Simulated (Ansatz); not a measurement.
## Relaxing Sb2C3

Method: DFT PBE, scalar-relativistic, plane waves, PAW in Ansatz 0.2.0. Cutoff 420 eV, Γ-centred k mesh, Gaussian smearing, no spin polarisation in the final step.

The start puts Sb2C3 on the tetradymite structure type (R-3m, No. 166), with Sb in place of Bi, C in place of Te, at a guessed volume.

```
CELL_PARAMETERS angstrom
1.70476 0.98424 7.90243
-1.70476 0.98424 7.90243
0.00000 -1.96849 7.90243
ATOMIC_POSITIONS crystal
Sb 0.40000 0.40000 0.40000
Sb 0.60000 0.60000 0.60000
C 0.00000 0.00000 0.00000
C 0.20950 0.20950 0.20950
C 0.79050 0.79050 0.79050
```

Steps on the 6×6×6 mesh (5 atoms). 8 of 8 steps are shown, and the free energy counts from the last. Trial steps that were taken back and renewals of the plane-wave basis can be among the rows.

| step | ΔF (meV/atom) | V (Å³/atom) | P (GPa) | largest force component (eV/Å) |
| --- | --- | --- | --- | --- |
| 1 | 246.8 | 15.91 | -11.22 | 1.395 |
| 2 | 90.2 | 14.96 | -6.66 | 1.108 |
| 3 | 13.6 | 14.24 | -0.51 | 0.388 |
| 4 | 2.3 | 13.87 | -0.52 | 0.211 |
| 5 | 12.0 | 13.30 | 0.70 | 0.770 |
| 6 | -1.2 | 13.70 | -0.36 | 0.039 |
| 7 | -1.5 | 13.63 | 0.05 | 0.002 |
| 8 | 0.0 | 13.63 | -0.06 | 0.002 |

A final relaxation ran on a 12×12×12 mesh. The relaxed crystal, R-3m (No. 166):

Space group R-3m:H (No. 166). a = 3.412 Å, b = 3.412 Å, c = 20.429 Å, α = 90.00°, β = 90.00°, γ = 120.00°
```tsv
atom	site	symmetry	x	y	z
Sb	6c	3m	0.6667	0.3333	0.7405
C	3a	-3m	0.0000	0.0000	0.0000
C	6c	3m	0.3333	0.6667	0.8789
```

For Sb2C3, the volume per atom is 13.73 Å³, the density is 6.76 g/cm³ and the energy over the elements is 2.04 eV/atom. The gap on the 12×12×12 mesh is 0 eV (a metal).

Formation energies are uncorrected and refer to the elements' standard structures at the same level.

The final run used a 12×12×12 mesh on its 5-atom cell and 0.10 eV smearing. The k mesh leaves about 4 meV/atom of noise in metals. Spin–orbit coupling is left out.

Symmetry constrained the relaxation, so the result can be a saddle point.

Cost: 3 runs of about 2.5 core-minutes in all, on Intel Xeon Platinum 8375C (Ice Lake) (shared hosts).